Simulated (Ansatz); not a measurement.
Compare A (`C=COC(C)=O`) with its isomer B (`C=C=C(O)CO`).

Program: Ansatz. Geometries: PBE0-D4/def2-TZVP. ΔE: electronic, gas phase. CBS: MP2 limit from def2 TZ/QZ plus the TZ coupled-cluster correction, frozen cores. Functionals use def2-TZVPP. B3LYP here is the variant with VWN-RPA as its local correlation; programs differ in this. One conformer a species, not always the lowest.

A:

```xyz
12

C    -1.516    1.446    1.426
C    -0.478    0.666    1.184
O    -0.270    0.165   -0.076
C     0.811   -0.636   -0.271
C     0.871   -1.080   -1.696
O     1.586   -0.926    0.593
H    -2.223    1.711    0.650
H    -1.668    1.834    2.423
H     0.261    0.367    1.915
H     0.933   -0.210   -2.352
H    -0.044   -1.617   -1.955
H     1.737   -1.721   -1.841
```

B:

```xyz
12

C     0.314   -0.927   -2.174
C     0.128   -0.588   -0.931
C    -0.051   -0.229    0.311
O    -0.636   -1.010    1.274
C     0.363    1.093    0.877
O    -0.721    1.795    1.437
H     1.232   -1.407   -2.504
H    -0.440   -0.740   -2.934
H    -0.961   -1.820    0.869
H     1.146    0.916    1.630
H     0.783    1.714    0.087
H    -1.157    1.203    2.058
```

Question: Which isomer does CCSD(T)/CBS put lower? Give the gap. (Estimate.)

Answer: Computed: A, by 158.0 kJ/mol.

Question: Give E(B) − E(A) in kJ/mol with HF/def2-TZVPP, PBE-D4, B3LYP, CCSD/def2-TZVPP, CCSD(T)/def2-TZVPP, MP2/def2-TZVPP, B2PLYP. (An estimate is asked.)

Answer: The calculation gave: HF/def2-TZVPP 184.7, PBE-D4 160.0, B3LYP 164.6, CCSD/def2-TZVPP 162.9, CCSD(T)/def2-TZVPP 162.8, MP2/def2-TZVPP 163.8, B2PLYP 167.4. None reverses the order clearly.

Largest T1 diagnostic: 0.014.

In def2-TZVPP, CCSD(T) changes the Hartree–Fock value by −21.8 kJ/mol (the triples alone add −0.1 kJ/mol) and MP2 by −20.8 kJ/mol.
